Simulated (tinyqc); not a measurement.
Worked calculation: Born-Oppenheimer dynamics on the RHF/sto-3g surface (energies and gradients from PySCF), for HF, spin multiplicity 1. Computed by tinyqc, a small Python program that keeps every step (integrals from PySCF). Settings: charge = 0, multiplicity = 1, basis = sto-3g, time step (fs) = 1.0, steps = 24. Command: `OMP_NUM_THREADS=1 python tinyqc.py 29607 29608 out.jsonl` (the two numbers bound the seeds that draw the settings). One thread of a shared host (Intel(R) Xeon(R) Processor @ 2.60GHz), about 1 s of CPU time with the checks.

## Velocity Verlet step 1

positions (bohr):
```
,x,y,z
1F,0.00000,0.00000,0.00000
2H,0.00000,0.00000,1.61005
```

velocities (bohr per atomic time unit):
```
,x,y,z
1F,0.00000055,-0.00000312,-0.00000202
2H,-0.00001045,0.00005888,0.00003798
```

gradient (hartree/bohr):
```
,x,y,z
1F,0.0000000,0.0000000,0.1941063
2H,0.0000000,0.0000000,-0.1941063
```

masses (electron masses): 1F 34631.97008, 2H 1837.15259

gradient after step 1 (hartree/bohr):
```
,x,y,z
1F,-0.0000223,0.0001257,0.0837089
2H,0.0000223,-0.0001257,-0.0837089
```

dt = 1 fs = 41.3414 atomic units; x' = x + v dt - g dt^2 / (2m); after the new gradient g', v' = v - (g + g') dt / (2m).

positions after step 1 (bohr):
```
,x,y,z
1F,0.00002,-0.00013,-0.00487
2H,-0.00043,0.00243,1.70191
```

velocities after step 1 (bohr per atomic time unit):
```
,x,y,z
1F,0.00000057,-0.00000320,-0.00016783
2H,-0.00001070,0.00006029,0.00316382
```

## Velocity Verlet step 2

gradient after step 2 (hartree/bohr):
```
,x,y,z
1F,0.0000253,-0.0001428,-0.0513027
2H,-0.0000253,0.0001428,0.0513027
```

As before.

positions after step 2 (bohr):
```
,x,y,z
1F,0.00005,-0.00026,-0.01388
2H,-0.00088,0.00499,1.87164
```

velocities after step 2 (bohr per atomic time unit):
```
,x,y,z
1F,0.00000057,-0.00000319,-0.00018718
2H,-0.00001066,0.00006010,0.00352844
```

## Energy conservation

The total energy should stay constant up to terms of order dt^2; the step counts as short enough if it moves by less than 2 % of the largest kinetic energy.

Trajectory:
```
time (fs),1F-2H (angstrom),potential (hartree),kinetic (hartree),total (hartree)
0.00000,0.85200,-98.5557455,0.0000049,-98.5557407
1.00000,0.90319,-98.5689210,0.0096861,-98.5592349
2.00000,0.99778,-98.5707103,0.0120464,-98.5586639
3.00000,1.06577,-98.5600508,0.0028267,-98.5572241
4.00000,1.07651,-98.5577353,0.0007137,-98.5570216
5.00000,1.02625,-98.5671786,0.0091312,-98.5580473
6.00000,0.93496,-98.5722808,0.0127261,-98.5595548
7.00000,0.85915,-98.5582497,0.0016461,-98.5566036
8.00000,0.87492,-98.5629699,0.0049747,-98.5579952
9.00000,0.96360,-98.5727629,0.0134386,-98.5593243
10.00000,1.04664,-98.5637923,0.0061509,-98.5576414
11.00000,1.07977,-98.5570041,0.0000101,-98.5569941
12.00000,1.05082,-98.5630198,0.0054650,-98.5575548
13.00000,0.97027,-98.5725713,0.0133512,-98.5592201
14.00000,0.87966,-98.5641824,0.0058843,-98.5582981
15.00000,0.85667,-98.5574064,0.0010843,-98.5563221
16.00000,0.92836,-98.5718440,0.0122960,-98.5595480
17.00000,1.02092,-98.5679519,0.0097950,-98.5581569
18.00000,1.07496,-98.5580780,0.0010350,-98.5570430
19.00000,1.06853,-98.5594696,0.0023057,-98.5571639
20.00000,1.00386,-98.5700838,0.0115559,-98.5585279
21.00000,0.90929,-98.5698222,0.0104612,-98.5593609
22.00000,0.85236,-98.5558770,0.0000890,-98.5557880
23.00000,0.89559,-98.5676160,0.0085963,-98.5590197
24.00000,0.98969,-98.5714275,0.0125859,-98.5588417
```

The total energy moves within 3.8e-03 hartree; that is over 2 % of the largest kinetic energy, so the time step is too long.
